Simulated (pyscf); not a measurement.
Optimised with ωB97X-D3(BJ)/def2-SVP in PySCF.

Q: `[OH2]` + `[NH2][Si]([OH])([OH])[F]` → `[OH][Si]([OH])([OH])[F]` + `[NH3]`
Surface: singlet. Broken: H–O, N–Si. Formed: O–Si, H–N. Give ΔE‡ and ΔE from ωB97M-D3(BJ)/def2-TZVP, relative to the separated reactants.

A: ΔE‡ = 18.2 kcal/mol, ΔE = -10.6 kcal/mol. Zero-point energy shifts the barrier by +2.3 kcal/mol. It is a four-centre exchange, with an imaginary mode of 496i cm⁻¹. On the reactant side the descent ends in a bound adduct (not fully relaxed), 9.6 kcal/mol under the separated species and 27.9 kcal/mol under the saddle at ωB97X-D3(BJ)/def2-TZVP. On the product side the descent ends in an adduct with a N–Si contact, 8.5 kcal/mol under the separated species and 37.0 kcal/mol under the saddle at ωB97X-D3(BJ)/def2-TZVP. What is counted as broken (N–Si) persists as a longer contact in the product adduct; parting that adduct is a step of its own. One saddle was located; it need not be the lowest between these sides.
